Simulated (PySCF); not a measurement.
Compound: C3H5N3.
SMILES: `Cn1nncc1`

The closed-shell ground state was solved at several levels (PySCF, density fitting, gas phase, non-relativistic). Geometry: PBE0-D3(BJ)/def2-SVP; no solvent, vibrations or thermal averaging.

```csv
level,basis functions,HOMO (eV),LUMO (eV),gap (eV),dipole (D)
PBE0/cc-pVTZ,250,-7.51,-0.01,7.50,4.53
PBE0/aug-cc-pVDZ,183,-7.58,-0.25,7.33,4.65
PBE0/cc-pVDZ,109,-7.37,0.21,7.58,4.45
PBE0/pcSseg-0,64,-7.35,-0.20,7.15,5.30
```

Problem. What might PBE0/IGLO-III (260 basis functions) give for the same quantities?

Solution. HOMO -7.57 eV, LUMO -0.17 eV, gap 7.40 eV, dipole 4.64 D.

Problem. Over all these levels, which gives the widest orbital gap and which the narrowest?

Solution. PBE0/cc-pVDZ has the widest, 7.58 eV, and PBE0/pcSseg-0 the narrowest, 7.15 eV. From the narrowest to the widest the HOMO moves by -0.02 eV and the LUMO by +0.41 eV.

Problem. How much does the basis alone move the frontier levels among the 5 PBE0 rows (the withheld one included)?

Solution. The HOMO by 0.23 eV and the LUMO by 0.46 eV. By rising basis size (HOMO, LUMO in eV): pcSseg-0 -7.35, -0.20; cc-pVDZ -7.37, 0.21; aug-cc-pVDZ -7.58, -0.25; cc-pVTZ -7.51, -0.01; IGLO-III -7.57, -0.17.

Problem. How far do the dipole and the HOMO energy spread over the levels?

Solution. The dipole runs from 4.45 to 5.30 D (mean 4.71 D) and the HOMO from -7.58 to -7.35 eV.
